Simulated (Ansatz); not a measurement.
`CCOC` and `CCSC` differ in one element.

Ansatz, PBE0-D4/def2-TZVP geometries, multiplicity 1. Each molecule was computed in one conformer, which needn't be the lowest.

```json
{"property": "LUMO energy (PBE/def2-TZVPP) / eV", "`CCOC`": "0.55"}
{"property": "HOMO energy (ωB97M-V/def2-TZVPP) / eV", "`CCOC`": "-9.78"}
{"property": "HOMO energy (PBE0/def2-TZVPP) / eV", "`CCOC`": "-7.36"}
{"property": "HOMO–LUMO gap (PBE0/def2-TZVPP) / eV", "`CCOC`": "8.73"}
{"property": "zero-point energy (PBE0-D4/def2-TZVP) / kJ/mol", "`CCOC`": "284.2"}
{"property": "LUMO energy (ωB97M-V/def2-TZVPP) / eV", "`CCOC`": "2.82"}
```

(1) What does the change do to each property? (An estimate is asked.)

Answers

(1) The calculation gave: 
| property | `CCSC` | shift |
| --- | --- | --- |
| LUMO energy (PBE/def2-TZVPP) / eV | 0.13 | -0.42 |
| HOMO energy (ωB97M-V/def2-TZVPP) / eV | -8.45 | 1.33 |
| HOMO energy (PBE0/def2-TZVPP) / eV | -6.22 | 1.14 |
| HOMO–LUMO gap (PBE0/def2-TZVPP) / eV | 7.31 | -1.42 |
| zero-point energy (PBE0-D4/def2-TZVP) / kJ/mol | 274.2 | -10.0 |
| LUMO energy (ωB97M-V/def2-TZVPP) / eV | 2.68 | -0.14 |

With PBE0 the HOMO rises by 1.14 eV and the LUMO falls by 0.28 eV, so the gap narrows by about 1.42 eV. PBE moves the HOMO by 0.78 eV and ωB97M-V by 1.33 eV.
